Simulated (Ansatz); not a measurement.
**MgBH+ (doublet): wave-function methods side by side, def2-TZVPP**

An exercise on one series of results from a longer session: the logs are not shown, and one member is left open.

Program: Ansatz 0.2.0, Gaussian basis. Level of theory: def2-TZVPP, core rule «outside noble gas», up to 6 orbitals frozen. These are calculated values, not measurements.

To be run: UHF; ROHF; CCSD(T) on UHF.

2 further runs of the same task are left out: 2 set aside as unsound or not needed.

## What is computed

The geometry is a PBE0/def2-TZVP stationary point (not a proven minimum) of the parent state, kept for this charge and spin.

3 atoms, charge 1, spin multiplicity 2.

Atoms are counted from 1 here; the program's logs count them from 0.

Bond lengths: B1–Mg2 2.255 Å, Mg2–H3 1.702 Å. Angles: B1–Mg2–H3 180.0°.

The first run:

in.yaml reads:

```yaml
crystal:
  periodic: [false, false, false]
  atoms:
    - {symbol: B, position_ang: [0.000000, 0.000000, 2.070593]}
    - {symbol: Mg, position_ang: [0.000000, 0.000000, -0.184107]}
    - {symbol: H, position_ang: [0.000000, 0.000000, -1.886486]}
basis:
  gaussian: {orbitals: def2-TZVPP}
total_charge: 1
magnetization: {spin_polarized: true, initial_magnetization: 1}
hamiltonian: {xc: hf}
output: {orbitals: {seedname: orbitals}}
```

The run is started by

```sh
> ansatz run in.yaml --threads 1 --pin off --events-out ev --progress --plain --max-ram 4096MiB --backend cpu
```

Among the steps run: UHF; ROHF; CCSD(T) on UHF.

One table of the session follows, with a row left open; its other results are not shown here.

```
  method  from UCCSD(T) (kcal/mol)
    ROHF                    +64.20
     UHF                    +62.37
    UMP2                    +18.64
   UCCSD                         ?
UCCSD(T)                         0
```

**Question.** Estimate the row for UCCSD.

**Answer.** from UCCSD(T) (kcal/mol): +1.02. In the column «from UCCSD(T) (kcal/mol)» it lies between UCCSD(T) (0) and UMP2 (+18.64).
